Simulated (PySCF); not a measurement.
**borane: bond dissociation enthalpies at several levels**

Structure: `B` (BH3). Optimised structure (Å), atoms numbered from 1:
```
B     0.0050    0.0023   -0.0116
H    -0.1531    1.1985   -0.0240
H    -0.9518   -0.7327   -0.0161
H     1.1199   -0.4588    0.0053
```

All levels share the PBE0-D3(BJ)/def2-SVP structures and the PBE0-D3(BJ)/def2-SVP thermal terms; only the single-point energies (PySCF) change. Values are bond dissociation enthalpies (298 K, kJ/mol).

| level | B1–H |
| --- | --- |
| OPBE/def2-TZVP (grid 2) | 415 |
| M06-2X/def2-TZVP | 434 |

The spread: 19 kJ/mol, from 415 to 434.

---

## How the method moves the bond dissociation enthalpies of trisilane

Structure: `[SiH3][SiH2][SiH3]` (H8Si3). Atom numbers as in the mapped SMILES `[SiH3:1][SiH2:2][SiH3:3]`.

All levels share the PBE0-D3(BJ)/def2-SVP structures and the PBE0-D3(BJ)/def2-SVP thermal terms; only the single-point energies (PySCF) change. Values are bond dissociation enthalpies (298 K, kJ/mol).

At M06-L/ma-def2-TZVP (grid 3, guess 1e, max cycle 100, fallback True):
```csv
quantity,value
Si1–Si2,312
Si2–H,357
Si1–H,367
```

**Question.** What does M06-2X/def2-TZVP give?

**Answer.** Si1–Si2: 296 (change -17); Si2–H: 350 (change -7); Si1–H: 358 (change -9).

Note: the order of Si2–H and Si1–H is undecided: the gaps lie inside the method's error (some 10 kJ/mol, one structure a species).

Differences come from unrounded values, so a last digit can differ from that of the printed terms.

---

## How the method moves the bond dissociation enthalpies of thiirane

Structure: `C1CS1` (C2H4S). Numbering: `[CH2:1]1[CH2:2][S:3]1` These are map numbers, not IUPAC locants.

All levels share the PBE0-D3(BJ)/def2-SVP structures and the PBE0-D3(BJ)/def2-SVP thermal terms; only the single-point energies (PySCF) change. Values are bond dissociation enthalpies (298 K, kJ/mol).

| level | C1–H | time |
| --- | --- | --- |
| PBE0/def2-SVP (grid 2) | 408 | 2.4 s |
| BHandHLYP/def2-SV(P) (grid 2) | 409 | 1.9 s |
| B97-2/6-31+G* (grid 1, guess huckel) | 415 | 2.2 s |
| M06-2X/def2-TZVP | 424 | – |

Times are wall times for all single points of a level on 1 thread of Arm Neoverse V1, a shared host; the dash marks the run that also made the structures.

The spread: 16 kJ/mol, from 408 to 424.
